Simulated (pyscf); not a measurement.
Single points on ωB97X-D3(BJ)/def2-SVP structures (PySCF, gas phase).

For the elementary gas-phase step •H₂C–N(CH₃)–SiH₃ + hydrogen (H₂) → H₃C–N(CH₃)–SiH₃ + H atom (H•) (doublet surface; H–H broken, C–H formed), what barrier and reaction energy does B3LYP-D3(BJ)/def2-TZVP give, measured from the separated reactants?

ΔE‡ = 13.6 kcal/mol, ΔE = +13.8 kcal/mol. ωB97M-D3(BJ)/def2-TZVP gives 15.7 kcal/mol and +10.1 kcal/mol. Zero-point energy shifts the barrier by +1.0 kcal/mol. It is a hydrogen abstraction, with an imaginary mode of 1257i cm⁻¹. At B3LYP-D3(BJ) this geometry lies under the product side: in single points on another level's saddle the reverse barrier vanishes, and the forward threshold there is about the reaction energy. This is the saddle that the search found; another between the same sides may lie lower. The angle at the transferred H is 176°.
